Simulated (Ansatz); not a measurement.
The first iterations of a band of C2H5OS (9 atoms, charge 1, multiplicity 1).

All numbers below come from RKS B3LYP/def2-SVP in Ansatz 0.2.0.

* movable images: 8
* climbing image: no
* spring: 5.0 eV/Å²
* optimiser: quadratic models (default)
* start path: IDPP
* force threshold: 0.03 eV/Å
* iteration limit: 54
* end points: relaxed

First end point:

```xyz
9
Properties=species:S:1:pos:R:3
O -0.249 1.669 -1.333
C -0.529 0.701 -0.493
C 0.460 -0.090 0.001
S -0.023 -1.348 1.112
H -1.035 2.163 -1.615
H -1.579 0.552 -0.204
H 1.513 0.027 -0.262
H 0.841 -1.208 2.162
H 0.601 -2.466 0.632
```

Last end point:

```xyz
9
Properties=species:S:1:pos:R:3
O -0.801 1.686 -1.260
C -0.782 0.675 -0.432
C 0.312 -0.027 -0.027
S 0.015 -1.336 1.096
H 0.077 1.932 -1.601
H -1.789 0.428 -0.070
H 1.338 0.166 -0.348
H 0.936 -1.133 2.086
H 0.695 -2.392 0.556
```

| iteration | highest image above the first end (eV) | largest band force component (eV/Å) |
| --- | --- | --- |
| 1 | 1.062 | 1.333 |
| 2 | 0.962 | 0.481 |
| 3 | 0.949 | 0.432 |
| 4 | 0.956 | 0.148 |
| 5 | 1.422 | 3.896 |
| 6 | 1.127 | 2.638 |
| 7 | 1.006 | 0.463 |
| 8 | 0.984 | 0.183 |
| 9 | 0.964 | 0.179 |

Question: Does the band converge within its limit, and where does its top end?

Answer: The forces met the threshold. It ended after 27 iterations with the highest image 0.434 eV above the first end. No image climbed, so the highest image needn't sit at the top of the path. Limits of this set-up: the dipole of an ion depends on the origin.

Run time: 11 min on 1 thread of Arm Neoverse V1 (shared host), peak memory 0.16 GiB.
